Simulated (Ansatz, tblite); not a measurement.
# How well does each level of theory give the band gap of zinc-blende GaN (metastable phase)?

Reference value: 3.48 eV (measured, zero-point renormalisation of 0.176 eV (computed, arXiv:2011.12765) added back here; inputs from Vurgaftman et al. (2001), doi:10.1063/1.1368156).

```csv
level (code),value (eV),cell (Å³/atom)
GFN1-xTB (tblite),0.31,12.86
BLYP (Ansatz),1.43 (direct),12.14
Hartree–Fock (Ansatz),(withheld),11.41
```

Q: Fill in the missing entries.

A: 
- Hartree–Fock (Ansatz, a program for electronic structure), value (eV): 10.49 (direct)

Errors against the reference: GFN1-xTB -3.17 eV, BLYP -2.05 eV, Hartree–Fock +7.01 eV.

Leaving aside GFN1-xTB (doubt noted below): All these levels miss by at least 2.05 eV, so none is called best. No ranked level lands within 0.3 eV. Even the nearest is off by 2.05 eV.

Semilocal Kohn–Sham gaps run low as a rule, and all computed gaps are for a static lattice, while measured ones hold electron–phonon shifts unless said otherwise. Levels without +SOC have no spin–orbit coupling; where heavier elements are present it shifts gaps, mostly down, and can invert bands.  GFN1-xTB: the gap is read on the k mesh or supercell of the run alone and can be too large. GFN1-xTB: the method was fitted mainly to molecules. Each level is taken at its own relaxed cell. Cutoffs and k meshes differ between the levels. Ansatz's density-functional and Hartree–Fock values are scalar-relativistic unless marked +SOC, with PAW data made under PBE.

Differences are worked out from the printed values.
